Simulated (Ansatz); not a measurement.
Relaxation of H$_{5}$OSSi (8 atoms, charge 1, multiplicity 1), to a largest force component of 0.015 eV/Å in at most 40 steps.

Theory: RKS revPBE-D4/def2-SVP (Ansatz 0.2.0).

```xyz
8
Properties=species:S:1:pos:R:3:forces:R:3
Si -0.800 1.053 -0.565 -0.12 -0.08 0.34
O 0.137 -0.100 0.369 0.89 -0.13 -0.80
S -0.024 -1.039 1.599 0.10 -0.44 0.40
H -1.905 0.259 -1.084 -0.68 -0.18 -0.27
H 0.138 1.508 -1.583 0.42 0.24 -0.38
H -1.042 1.909 0.582 -0.57 0.97 0.23
H 0.471 -2.205 1.046 -0.06 -0.28 0.19
H 1.192 -0.793 2.208 0.02 -0.09 0.29
```

Where does it end, and by what steps?

The run converged. Limits of this set-up: the dipole of an ion depends on the origin. After 6 steps the energy has fallen by 0.273 eV; O2 moved furthest, 0.24 Å.

```json
{"step": "0", "energy less start (eV)": "0.0000", "largest force component (eV/Å)": "0.970", "accepted": "yes"}
{"step": "1", "energy less start (eV)": "-0.2106", "largest force component (eV/Å)": "0.621", "accepted": "yes"}
{"step": "2", "energy less start (eV)": "-0.2382", "largest force component (eV/Å)": "0.441", "accepted": "yes"}
{"step": "3", "energy less start (eV)": "-0.2662", "largest force component (eV/Å)": "0.181", "accepted": "yes"}
{"step": "4", "energy less start (eV)": "-0.2709", "largest force component (eV/Å)": "0.129", "accepted": "yes"}
{"step": "5", "energy less start (eV)": "-0.2726", "largest force component (eV/Å)": "0.047", "accepted": "yes"}
{"step": "6", "energy less start (eV)": "-0.2727", "largest force component (eV/Å)": "0.004", "accepted": "yes"}
```

```xyz
8
Properties=species:S:1:pos:R:3
Si -0.785 1.048 -0.537
O 0.345 -0.132 0.247
S 0.008 -1.024 1.536
H -1.943 0.235 -1.014
H 0.116 1.571 -1.599
H -1.152 2.020 0.537
H 0.420 -2.277 1.112
H 1.158 -0.848 2.288
```

The run took 7.4 s on 1 thread of Intel(R) Xeon(R) 6975P-C (Granite Rapids), with other jobs on the host, peak memory 0.15 GiB.
